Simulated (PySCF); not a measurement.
Structure problem from calculated spectra and properties.

Formula: C5H12O.

| Item | Value |
| --- | --- |
| Rotational structure | rotational constants A, B, C: 7.167, 1.709, 1.586 GHz [PBE0-D3(BJ)/def2-TZVP] |
| 1H NMR | chemical shifts (computed TMS as zero) by class: 3.58 (2 H), 3.26 (3 H), 1.47 (2 H), 1.42 (2 H), 0.97 (3 H) ppm [GIAO B97-2/pcSseg-2] |
| 13C NMR | chemical shifts (computed TMS as zero) by class: 76.6 (1 C), 58.2 (1 C), 33.4 (1 C), 23.9 (1 C), 17.5 (1 C) ppm [GIAO B97-2/pcSseg-2] |
| Dipole | 1.17 D [B97-2/pcSseg-2] |
| NMR, other nuclei | isotropic shieldings of nuclei other than C and H, by class: 316 (1 O) ppm [GIAO B97-2/pcSseg-2] |

The electronic properties come from PySCF, for the isolated species, density fitting. Levels stand in brackets. Geometry: PBE0-D3(BJ)/def2-TZVP, one conformer, isolated molecule. NMR values are class means; diastereotopic atoms form classes of their own.

Q: Propose a structure and show how it fits.

A: Numbering: `[CH3:1][CH2:2][CH2:3][CH2:4][O:5][CH3:6]`. Its formula, C5H12O, gives 0 degrees of unsaturation, so no ring and no π bond. 5 carbons fall into 5 classes; from least to most shielded: sp3 carbon bound to oxygen [C4] (76.6 ppm), methoxy carbon [C6] (58.2 ppm), chain CH2 carbon [C3] (33.4 ppm), chain CH2 carbon [C2] (23.9 ppm), methyl carbon [C1] (17.5 ppm). Hydrogen classes from least to most shielded: 2 H on an sp3 carbon bound to oxygen, C4 (3.58 ppm), 3 H on a methoxy carbon, C6 (3.26 ppm, a mean of values up to 0.8 ppm apart in this geometry), 2 H on a chain CH2 carbon, C3 (1.47 ppm, a mean of values up to 0.9 ppm apart in this geometry), 2 H on a chain CH2 carbon, C2 (1.42 ppm, a mean of values up to 0.7 ppm apart in this geometry), 3 H on a methyl carbon, C1 (0.97 ppm). The other shieldings belong to: 316 ppm, ether oxygen [O5]. The optimised geometry has point group C1 and is an asymmetric top. Structure: `CCCCOC` (n-BuOMe). Computed isomers that give other values at the same levels: `COCC(C)C` (13C chemical shifts (computed TMS as zero) by class: 85.1 (1 C), 62.1 (1 C), 34.0 (1 C), 21.8 (2 C) ppm); `CC(C)(C)CO` (rotational constant A: 4.414 GHz; this holds for the one conformer computed). The assignments are read from this structure; whether some other isomer fits the data as well wasn't checked.

Conformer computed: `[CH3:1][CH2:2][CH2:3][CH2:4][O:5][CH3:6]`: C1–C2–C3–C4 179°, C2–C3–C4–O5 -58°, C3–C4–O5–C6 -71°.
